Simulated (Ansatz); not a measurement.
**CH4Al radical: one structure at several levels**

Aim: energy, forces and dipole at a structure displaced at random from a GFN2-xTB minimum, from CCSD(T) and from density functionals.

The runs use Ansatz 0.2.0, Gaussian basis; single points in def2-TZVPP.

Cores are frozen in the correlated methods. Orbitals are unrestricted.

### 1 Where the work starts

SMILES `[CH2][AlH2]`, 6 atoms, charge 0, spin multiplicity 2.

Atoms are counted from 1 here; the program's logs count them from 0.

Bond lengths: C1–Al2 1.763 Å, C1–H3 1.183 Å, C1–H4 1.228 Å, Al2–H5 1.657 Å, Al2–H6 1.718 Å. Angles: Al2–C1–H3 138.4°, Al2–C1–H4 132.9°, H3–C1–H4 88.5°, C1–Al2–H5 128.7°, C1–Al2–H6 122.4°, H5–Al2–H6 107.1°.

Coordinates:

```xyz
6
charge 0, multiplicity 2
C    -0.0690   -0.9142    0.0327
Al    0.1274    0.8378    0.0442
H    -0.8955   -1.7101   -0.2564
H     0.7076   -1.8431    0.2385
H     0.5850    1.8383   -1.1950
H    -0.5456    1.8318    1.2728
```

### 2 CCSD(T)/def2-TZVPP

run/in.yaml

```yaml
crystal:
  periodic: [false, false, false]
  atoms:
    - {symbol: C, position_ang: [-0.069000, -0.914200, 0.032700]}
    - {symbol: Al, position_ang: [0.127400, 0.837800, 0.044200]}
    - {symbol: H, position_ang: [-0.895500, -1.710100, -0.256400]}
    - {symbol: H, position_ang: [0.707600, -1.843100, 0.238500]}
    - {symbol: H, position_ang: [0.585000, 1.838300, -1.195000]}
    - {symbol: H, position_ang: [-0.545600, 1.831800, 1.272800]}
basis:
  gaussian: {orbitals: def2-TZVPP}
magnetization: {spin_polarized: true, initial_magnetization: 1}
correlation: {method: ccsd_t}
scf: {omitted_lower_state_checks: [cluster_reference]}
output: {forces: true}
```

No record of the launch command was kept for these runs.

### 3 PBE0-D4/def2-TZVPP

Edit run/in.yaml of step 2 so:

```diff
@@ -12,4 +12,3 @@
 magnetization: {spin_polarized: true, initial_magnetization: 1}
-correlation: {method: ccsd_t}
-scf: {omitted_lower_state_checks: [cluster_reference]}
-output: {forces: true}
+hamiltonian: {xc: pbe0, dispersion: d4}
+output: {forces: true, orbitals: {seedname: orbitals}}
```

### 4 wB97M-V/def2-TZVPP

Edit run/in.yaml of step 3 so:

```diff
@@ -12,3 +12,3 @@
 magnetization: {spin_polarized: true, initial_magnetization: 1}
-hamiltonian: {xc: pbe0, dispersion: d4}
-output: {forces: true, orbitals: {seedname: orbitals}}
+hamiltonian: {xc: {name: wB97M-V}}
+output: {forces: true}
```

### 5 r2SCAN-D4/def2-TZVPP

Edit run/in.yaml of step 4 so:

```diff
@@ -12,3 +12,3 @@
 magnetization: {spin_polarized: true, initial_magnetization: 1}
-hamiltonian: {xc: {name: wB97M-V}}
+hamiltonian: {xc: r2scan, dispersion: d4}
 output: {forces: true}
```

### 6 PBE-D4/def2-TZVPP

Edit run/in.yaml of step 5 so:

```diff
@@ -12,3 +12,3 @@
 magnetization: {spin_polarized: true, initial_magnetization: 1}
-hamiltonian: {xc: r2scan, dispersion: d4}
+hamiltonian: {xc: pbe, dispersion: d4}
 output: {forces: true}
```

### 7 revPBE-D4/def2-TZVPP

Edit run/in.yaml of step 6 so:

```diff
@@ -12,3 +12,3 @@
 magnetization: {spin_polarized: true, initial_magnetization: 1}
-hamiltonian: {xc: pbe, dispersion: d4}
+hamiltonian: {xc: {name: revPBE}, dispersion: d4}
 output: {forces: true}
```

### 8 B97M-V/def2-TZVPP

Edit run/in.yaml of step 7 so:

```diff
@@ -12,3 +12,3 @@
 magnetization: {spin_polarized: true, initial_magnetization: 1}
-hamiltonian: {xc: {name: revPBE}, dispersion: d4}
+hamiltonian: {xc: {name: B97M-V}}
 output: {forces: true}
```

(Steps that only read results are left out.)

**Question.** What will these runs give? Wanted: energy less free atoms, CCSD(T)/def2-TZVPP; RMS force component; RMS force error; HOMO and LUMO, PBE0-D4; T1 diagnostic.

As calculated:

```
                                  quantity                                                                                            value
energy less free atoms, CCSD(T)/def2-TZVPP                                                                                  -376.9 kcal/mol
                       RMS force component                                                             2.324 to 2.579 eV/Å over the methods
                           RMS force error  PBE0-D4 0.124, wB97M-V 0.084, r2SCAN-D4 0.145, PBE-D4 0.263, revPBE-D4 0.227, B97M-V 0.176 eV/Å
                    HOMO and LUMO, PBE0-D4                                                                               -6.99 and -2.62 eV
                             T1 diagnostic                                                                                            0.014
```

**Reading.** Against CCSD(T) the functionals' energies less atoms differ by -18.8 to -5.5 kcal/mol, PBE-D4 by -11.6 kcal/mol. A larger basis would deepen the CCSD(T) value, while the functionals are nearly converged already, so the order here is not reliable. On forces the order runs from wB97M-V to PBE-D4. Frozen-core CCSD(T) forces in triple zeta carry basis errors of their own, and this is one geometry, so small gaps rank nothing.
